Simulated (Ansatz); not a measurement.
# BH₂ (doublet): B2PLYP, RPA-PBE over a scan of the distance B1–H2, aug-cc-pVDZ

How well do these functionals follow the top wave-function level for BH₂ (doublet) over a scan of the distance B1–H2?

Computed with Ansatz 0.2.0, Gaussian basis. Level: aug-cc-pVDZ, all electrons in the functionals, frozen cores in the correlation of double hybrids and RPA.

To be run: B2PLYP, RPA-PBE, at 0.962 Å; 1.075 Å; 1.191 Å; 1.340 Å; 1.487 Å; 1.619 Å; 1.933 Å; 2.152 Å; 2.646 Å; 3.291 Å; 4.139 Å.

15 further runs of the same task are left out: 11 that didn't finish, 4 set aside as unsound or not needed.

## 1. The geometry

The geometry derives from a PBE0/def2-TZVP stationary point (not a proven minimum). One bond is set to the value named and the two fragments are kept rigid.

3 atoms, charge 0, spin multiplicity 2.

Atoms are counted from 1 here; the program's logs count them from 0.

Bond lengths: B1–H2 1.191 Å, B1–H3 1.191 Å. Angles: H2–B1–H3 129.4°.

Geometry (Å):

```
B     0.00000   -0.08001    0.00000
H     0.00000    0.42907   -1.07701
H     0.00000    0.42907    1.07701
```

No dispersion term is added.

The geometry shown and the zero of energy belong to the point 1.191 Å. The yardstick, FCI, and other wave-function levels (R restricted, U unrestricted, valence and pair active spaces) come from earlier runs.

## 2. B2PLYP, 0.962 Å

The input, in.yaml:

```yaml
crystal:
  periodic: [false, false, false]
  atoms:
    - {symbol: B, position_ang: [0.000000, -0.072308, -0.016288]}
    - {symbol: H, position_ang: [0.000000, 0.338793, -0.886023]}
    - {symbol: H, position_ang: [0.000000, 0.436765, 1.060720]}
basis:
  gaussian: {orbitals: aug-cc-pVDZ}
magnetization: {spin_polarized: true, initial_magnetization: 1}
hamiltonian: {xc: {name: B2PLYP}}
correlation: {electrons: outside_noble_gas}
```

Run with:

```console
$ ansatz run in.yaml --threads 1 --pin off --events-out ev --progress --plain --max-ram 2393MiB
```

Further steps of the session: B2PLYP, 1.075 Å; B2PLYP, 1.191 Å; B2PLYP, 1.340 Å; B2PLYP, 1.487 Å; B2PLYP, 1.619 Å; B2PLYP, 1.933 Å; B2PLYP, 2.152 Å; B2PLYP, 2.646 Å; B2PLYP, 3.291 Å; B2PLYP, 4.139 Å; RPA-PBE, 0.962 Å; RPA-PBE, 1.075 Å; RPA-PBE, 1.191 Å; RPA-PBE, 1.340 Å; RPA-PBE, 1.487 Å; RPA-PBE, 1.619 Å; RPA-PBE, 1.933 Å; RPA-PBE, 2.152 Å; RPA-PBE, 2.646 Å; RPA-PBE, 3.291 Å; RPA-PBE, 4.139 Å.

**Question.** What will the summary of the whole plan be? Wanted: span of the FCI curve; largest miss, B2PLYP; largest miss, RPA-PBE.

**Answer**, as computed:

| quantity | value |
| --- | --- |
| span of the FCI curve | 3.480 eV |
| largest miss, B2PLYP | +0.348 eV (4.139 Å) |
| largest miss, RPA-PBE | -0.087 eV (4.139 Å) |

Of the functionals, RPA-PBE keep the smallest largest miss at the points compared (at most 0.087 eV) and B2PLYP strays most (0.348 eV, at 4.139 Å). Functionals and the yardstick converge differently with the basis, so part of each miss in aug-cc-pVDZ is the basis.
